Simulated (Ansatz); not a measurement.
Two shapes of doublet CH₃N(+).

Shape 1:

```xyz
5

C     0.4722    0.0713   -0.3104
N    -0.6109   -0.0615    0.2965
H    -0.4849   -0.5479    1.1716
H     0.4932    0.5776   -1.2748
H     1.4354   -0.2910    0.0589
```

Shape 2:

```xyz
5

C     0.4643    0.0933   -0.3494
N    -0.5631   -0.0785    0.3129
H    -0.5204   -0.5501    1.1875
H     0.4933    0.5782   -1.2760
H     1.4309   -0.2944    0.0668
```

Basis set: def2-SVP (spherical functions). Frozen core: 2 orbitals. Charge 1, multiplicity 2.

Computed with Ansatz (development build ahead of 0.2.0); each method stands on the lowest determinant of its kind that the runs found.

(1) Which shape is lower in energy, and by how much in each method?

Results:

(1)

```json
{"method": "UHF", "E(2) − E(1) (eV)": "-0.300"}
{"method": "UHF-MP2", "E(2) − E(1) (eV)": "-0.278"}
```

Shape 2 is lower. Caution: the unrestricted determinant is spin contaminated.
